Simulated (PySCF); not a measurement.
C3H7, SMILES C[CH]C (connectivity only; charge and spin as stated), charge +1, multiplicity 1.

Coordinates come from a PBE-D3(BJ)/def2-TZVP optimisation. The spin state was assumed, not searched. The isomer is the one that the SMILES or the coordinates give; other isomers of the formula were not compared.

These are PBE0/def2-TZVPD run with PySCF values and carry that method's errors.

Symmetry labels are those of the subgroup C2 that the program uses (full group C2).

Computed valence orbital energies around the gap with their symmetry:
| orbital | symmetry | energy (eV) |
|---|---|---|
| HOMO−7 | B | -26.51 |
| HOMO−6 | A | -22.63 |
| HOMO−5 | A | -20.03 |
| HOMO−4 | B | -18.68 |
| HOMO−3 | B | -18.54 |
| HOMO−2 | A | -17.12 |
| HOMO−1 | B | -16.94 |
| HOMO | A | -16.70 |
| LUMO | B | -9.23 |
| LUMO+1 | A | -4.34 |
| LUMO+2 | A | -3.32 |
| LUMO+3 | B | -3.22 |
